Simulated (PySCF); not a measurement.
Protonation sites of vinyl acetate

Parent: `C=COC(C)=O` (C4H6O2). Atom numbers as in the mapped SMILES `[CH2:1]=[CH:2][O:3][C:4]([CH3:5])=[O:6]`.

These are calculated values, ωB97X-D3(BJ)/def2-TZVP in PySCF (grid level 2) at geometries from PBE0-D3(BJ)/def2-SVP. ωB97X-D3(BJ) is ωB97X-V with D3(BJ) in place of VV10. Zero-point and thermal terms (298.15 K, 1 bar) come from unscaled PBE0-D3(BJ)/def2-SVP harmonic frequencies, with soft modes damped to free rotors in the entropy.

| site | product | PA / kcal/mol | GB / kcal/mol | gas share | above best in ethanol / kcal/mol |
| --- | --- | --- | --- | --- | --- |
| C1 (alkene carbon) | `C/C=[O+]/C(C)=O` | 201.7 | 195.0 | > 99.9 % | 0.00 |
| O6 (carboxyl C=O oxygen) | `C=COC(C)=[OH+]` | 195.9 | 188.7 | < 0.1 % | 3.91 |

PA is −ΔH and GB is −ΔG of B + H⁺ → BH⁺ in the gas phase. Shares are Boltzmann weights among the listed products; an error of 10 kJ/mol changes a ratio about 56-fold. Sites whose products fell apart, merged with another or lost in a GFN2-xTB screen aren't listed. Values in solvent are IEF-PCM free energies relative to the most favourable product.

Among these, C1 (alkene carbon) wins by 6.3 kcal/mol in gas-phase free energy over O6.

In ethanol the product from C1 is solvated 51.1 kcal/mol more strongly than the parent (electrostatics only).

Proton affinity (−ΔH), Gas-phase basicity (−ΔG): the gap is larger than usual, and may come from another state, site, conformer or species, from the functional or basis, or from an outlying measurement.

Measured values (NIST Chemistry WebBook, evaluated or the median of agreeing entries): proton affinity (−ΔH) 814 kJ/mol (computed 844, difference 30); gas-phase basicity (−ΔG) 783 kJ/mol (computed 816, difference 33). These are compared with the most favourable site that keeps the skeleton.

Known limits: O3 is not listed: the run failed or kept an imaginary mode, or the ion rearranged or equalled another; a site not listed may be the best one.
